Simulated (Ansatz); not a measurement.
# One shape, several levels: BCl (SMILES [B]Cl)

Wanted: a comparison of 6 runs (BHLYP/STO-3G, HSE06/STO-3G, PBE/STO-3G, MP2/STO-3G, CCSD/STO-3G, FCI/STO-3G) of BCl. 

Program for the calculation: Ansatz 0.2.0.

40 further runs of the same task are left out: 1 that didn't finish, 39 set aside as unsound or not needed.

**1. Starting point**

BCl: 2 atoms, total charge 0, spin state singlet. SMILES: `[B]Cl`. The Cl2–B1 distance was set to 3.436 Å, away from the relaxed value.

**2. The energy at BHLYP/STO-3G (run 1)**

in.yaml reads:

```yaml
crystal:
  periodic: [false, false, false]
  atoms:
    - {symbol: B, position_ang: [-0.000000, -0.000000, -1.787510]}
    - {symbol: Cl, position_ang: [0.000000, 0.000000, 1.648190]}
basis:
  gaussian:
    orbitals: STO-3G
accuracy: high
hamiltonian:
  xc: {name: BHLYP}
```

Command:

```
$ ansatz run in.yaml --threads 1 --pin off --max-ram 3480MiB --events-out events.jsonl --progress --plain --runs-dir runs
```

The log of the run:

```text
Warning: RAYON_NUM_THREADS=1 ignored (pool sized by the plan → 1); use --threads N
Functional definition: BHLYP
  name "BHLYP"
  parameter a = 0.5
  exchange = (1 - a)*b88_x + a*exact_x
  correlation = lyp_c
206 factors; integrals over basis functions are off by at most 1.0e-8 eV
mean field evaluation 1: about -13043.2151 eV, gradient 4.3e0 eV
mean field evaluation 2: about -12768.1611 eV, gradient 5.9e1 eV
mean field evaluation 4: about -12830.0670 eV, gradient 1.8e2 eV
mean field evaluation 8: about -13045.6455 eV, gradient 3.1e-2 eV
mean field -13045.64550630 eV, -479.4186297003 hartree, gradient 4.6e-8 eV, S^2 0.000000; 0 other end points of the search recorded, 0 dependent functions left out
reference -13045.64552331 eV, -479.4186303256 hartree; 11, 11 occupied and 3, 3 virtual orbitals, 206 factors
Total energy: -13045.64552331 eV, -479.4186303256 hartree
```

Wall time 0.34 s (1 thread of Intel Xeon Platinum 8488C (Sapphire Rapids), shared host).

**3. A single-point energy at HSE06/STO-3G (run 2)**

input.yaml reads:

```yaml
basis:
  gaussian: {orbitals: STO-3G}
crystal:
  periodic: [false, false, false]
  atoms:
    - {symbol: B, position_ang: [-0.000000, -0.000000, -1.787510]}
    - {symbol: Cl, position_ang: [0.000000, 0.000000, 1.648190]}
hamiltonian: {xc: {name: HSE06}}
accuracy: high
```

Command:

```
$ ansatz run input.yaml --threads 1 --pin off --max-ram 3480MiB --events-out events.jsonl --progress --plain --runs-dir runs
```

The log of the run:

```text
Warning: RAYON_NUM_THREADS=1 ignored (pool sized by the plan → 1); use --threads N
Functional definition: HSE06
  name "HSE06"
  parameter a = 0.25
  parameter omega = 0.11/bohr
  exchange = pbe_x - a*pbe_x_sr(omega) + a*exact_x_sr(omega)
  correlation = pbe_c
206 factors; integrals over basis functions are off by at most 1.0e-8 eV
55 factors; integrals over basis functions are off by at most 1.9e-9 eV
mean field evaluation 1: about -13037.7227 eV, gradient 4.7e0 eV
mean field evaluation 2: about -12759.4053 eV, gradient 3.8e1 eV
mean field evaluation 4: about -12759.7816 eV, gradient 4.1e1 eV
mean field evaluation 8: about -13040.8362 eV, gradient 7.7e-4 eV
mean field evaluation 16: about -13019.5214 eV, gradient 9.9e0 eV
mean field evaluation 32: about -13019.7139 eV, gradient 2.7e-1 eV
mean field evaluation 64: about -13040.7434 eV, gradient 2.1e0 eV
mean field -13040.83618460 eV, -479.2418903878 hartree, gradient 3.9e-9 eV, S^2 0.000000; 8 other end points of the search recorded, 0 dependent functions left out
reference -13040.83618616 eV, -479.2418904451 hartree; 11, 11 occupied and 3, 3 virtual orbitals, 206 factors
Total energy: -13040.83618616 eV, -479.2418904451 hartree
```

It took 0.87 s on 1 thread of Intel Xeon Platinum 8488C (Sapphire Rapids), shared host.

Runs 3 to 5 aren't shown in full; the table further down has their settings and results.

**4. A single-point energy at FCI/STO-3G (run 6)**

job.yaml reads:

```yaml
crystal:
  periodic: [false, false, false]
  atoms:
    - {symbol: B, position_ang: [-0.000000, -0.000000, -1.787510]}
    - {symbol: Cl, position_ang: [0.000000, 0.000000, 1.648190]}
basis:
  gaussian:
    orbitals: STO-3G
correlation:
  method: fci
  frozen_orbitals: {B: 1, Cl: 5}
accuracy: high
```

Command:

```
$ ansatz run job.yaml --threads 1 --pin off --max-ram 3480MiB --events-out events.jsonl --progress --plain --runs-dir runs
```

The log of the run (excerpt; [...] marks lines left out):

```text
Warning: RAYON_NUM_THREADS=1 ignored (pool sized by the plan → 1); use --threads N
Functional definition: HF
  name "HF"
[...]
206 factors; integrals over basis functions are off by at most 1.0e-8 eV
[...]
mean field -13024.13805621 eV, -478.6282454879 hartree, gradient 9.1e-9 eV, S^2 0.000000; 0 other end points of the search recorded, 0 dependent functions left out; unrestricted orbitals would lower it
[...]
unrestricted determinant -13025.96716732 eV, -478.6954640812 hartree, S^2 0.9512
6 core orbitals not correlated: weight in the atoms' cores, before any rotation towards them, 1.000 or more for the frozen orbitals, at most 0.000 for the correlated occupied ones
reference -13024.13805621 eV, -478.6282454879 hartree; 5, 5 occupied and 3, 3 virtual orbitals, 206 factors
state -13027.22091996 eV, -478.7415386412 hartree
Total energy: -13027.22091996 eV, -478.7415386412 hartree
```

Wall time 0.18 s (1 thread of Intel Xeon Platinum 8488C (Sapphire Rapids), shared host).

**5. The series**

```csv
run,level,frozen core orbitals,energy (Eh),wall time
1,BHLYP/STO-3G,–,-479.418630,0.34 s
2,HSE06/STO-3G,–,-479.241890,0.87 s
3,PBE/STO-3G,–,-479.195479,0.44 s
4,MP2/STO-3G,6,-478.686429,0.1 s
5,CCSD/STO-3G,6,-478.740804,0.14 s
6,FCI/STO-3G,6,-478.741539,0.18 s
```

**6. Outcome**

| quantity | value |
| --- | --- |
| run 6: total energy | -478.74154 Eh |
| run 6: correlation energy (6 core orbitals frozen) | -113.3 mEh |

Against full CI in this basis: MP2 +55.1 mEh; CCSD +0.7 mEh. Totals of different functionals can't be ranked against each other. In run 5 the T1 diagnostic is large, so a single reference may not serve. In runs 4, 5 the log says that unrestricted orbitals would lower the reference, so the values rest on an unstable closed-shell determinant (other closed-shell runs at this shape may share the fault). In runs 1, 2, 3, 4, 5, 6 the basis is minimal, so the values are rough. All runs together took 2.1 s, the longest 0.87 s.
